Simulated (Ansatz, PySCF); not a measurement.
Barrier height from CH3Cl2, charge -1 to the transition structure CH3Cl2, without zero-point energy, on the benchmark's geometries as Psi4's copy of the set gives them.
Transition structure (charge -1, multiplicity 1):
```xyz
6

Cl     2.3226    -0.0001     0.0001
C     -0.0001     0.0005    -0.0005
H      0.0001    -0.7443    -0.7676
H     -0.0003    -0.2914     1.0280
H      0.0001     1.0372    -0.2620
Cl    -2.3225    -0.0001     0.0001
```

Open shells are unrestricted; no spin–orbit coupling.

Run with Ansatz (Gaussian orbitals); PySCF for the dispersion terms. 

Question: One of these levels gives 28.5 kJ/mol for the barrier height. Which?
A. SVWN5/def2-TZVPPD
B. r2SCAN-D4/def2-TZVPPD
C. B3LYP/def2-TZVPPD
D. BLYP-D3(BJ)/def2-TZVPPD

Answer: A, SVWN5/def2-TZVPPD. The others give 22.0 (BLYP-D3(BJ)/def2-TZVPPD), 33.2 (r2SCAN-D4/def2-TZVPPD), 38.5 (B3LYP/def2-TZVPPD)

Ansatz is a first-principles code.
